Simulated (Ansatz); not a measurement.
A structure relaxed at r2SCAN-D4/def2-TZVP in Ansatz, charge 0, doublet:

```xyz
3

Al    0.459    1.627   -0.128
N    -0.077   -0.271    0.013
N    -0.382   -1.356    0.114
```

Q: Give its formula and point group.

A: AlN₂. Point group C∞v (tolerance 0.1 Å).

Q: Summarise the bond lengths by kind (pairs closer than 1.2 times the sum of covalent radii, bridged metal pairs left out).

A: 1 × Al–N 1.98 Å; 1 × N–N 1.13 Å.

The structure comes from a short search, and lower isomers may exist.
